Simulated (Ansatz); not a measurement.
Relaxation of BH$_{7}$N$_{2}$ (10 atoms, charge 0, multiplicity 1), to a largest force component of 0.03 eV/Å in at most 50 steps.

All numbers below come from RKS B3LYP/def2-SVP (Ansatz 0.2.0).

```xyz
10
Properties=species:S:1:pos:R:3:forces:R:3
B -0.112 -0.121 -0.075 0.03 -0.18 -0.35
H -0.136 -0.493 1.062 0.00 -0.28 0.16
H 0.916 0.242 -0.591 0.01 0.00 -0.01
N -1.270 -0.208 -0.847 -0.02 0.01 -0.01
H -2.157 -0.544 -0.488 0.01 0.00 0.00
H -1.307 0.057 -1.824 0.00 0.00 0.01
N -0.220 2.244 1.341 0.04 -0.40 0.37
H -1.003 2.301 0.691 0.00 -0.01 0.01
H 0.627 2.363 0.784 -0.01 0.03 0.00
H -0.198 1.267 1.685 -0.05 0.83 -0.17
```

Where does it end, and by what steps?

It converged. After 6 steps the energy has fallen by 0.119 eV; H10 moved furthest, 0.58 Å.

| step | energy less start (eV) | largest force component (eV/Å) | accepted |
| --- | --- | --- | --- |
| 0 | 0.0000 | 0.835 | yes |
| 1 | -0.0914 | 0.274 | yes |
| 2 | -0.1090 | 0.332 | yes |
| 3 | -0.1132 | 0.303 | yes |
| 4 | -0.0577 | 1.195 | no |
| 5 | -0.1169 | 0.176 | yes |
| 6 | -0.1186 | 0.009 | yes |

```xyz
10
Properties=species:S:1:pos:R:3
B -0.093 -0.328 -0.175
H -0.110 -0.825 0.925
H 0.930 0.080 -0.668
N -1.277 -0.252 -0.903
H -2.166 -0.592 -0.555
H -1.334 0.134 -1.839
N -0.241 2.492 1.369
H -1.003 2.238 0.739
H 0.609 2.438 0.806
H -0.174 1.725 2.040
```

Whether the end is a true minimum wasn't checked by a vibrational analysis.

Time of the run: 14 s on 1 thread of Arm Neoverse V2, with other jobs on the host, peak memory 0.14 GiB.
